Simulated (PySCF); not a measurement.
# Bond length, frequency and bond energy of NaLi⁺ by level of theory

State: ²Σ⁺ (doublet), unpaired electrons σ ↑. Set-up: basis Na 3-21G, Li 3-21G; no relativity; PySCF 2.14. De refers to Na⁺ + Li in their ground configurations, without counterpoise correction. The functionals are run spin-unrestricted. A positive dipole points towards Li; it is taken about the centre of mass and depends on that origin.

```tsv
Level	Re (Å)	ωe (cm⁻¹)	De (eV)	μ (D)
UHF	3.428	197	0.90	3.50
UHF-MP2	3.426	198	0.91	n/a
UHF-SCS-MP2	3.426	198	0.91	n/a
UHF-CCSD	3.426	198	0.91	n/a
UHF-CCSD(T)	3.426	198	0.91	n/a
PBE	3.399	183	1.04	3.96
r²SCAN	3.399	190	0.97	3.75
M06-L	3.676	159	0.78	2.78
PBE0	3.393	190	1.01	3.82
M06	3.575	161	0.87	3.20
ωB97X	3.498	188	0.85	3.39
B2PLYP	3.370	194	1.00	3.74
```

The bond length runs from 3.370 Å (B2PLYP) to 3.676 Å (M06-L). De spans 0.78 eV (M06-L, meta-GGA) to 1.04 eV (PBE, GGA). Correlation at CCSD(T) changes the Hartree–Fock bond energy by +0.01 eV; the triples alone change it by +0.00 eV.

Correlated steps freeze 1 core orbital. For an ion De counts to the pair picked by the measured ionisation energies or electron affinities, which need not be the lowest pair at this level. Counting both spins, an empty level lies below a filled one in some of these solutions, because spin and occupation are held. B2PLYP dipoles, levels and charges come from its SCF part alone. 3-21G is very small, so such numbers show the basis as much as the molecule. The state is the lowest determinant that a PBE0 search found; another state may lie lower at other levels.
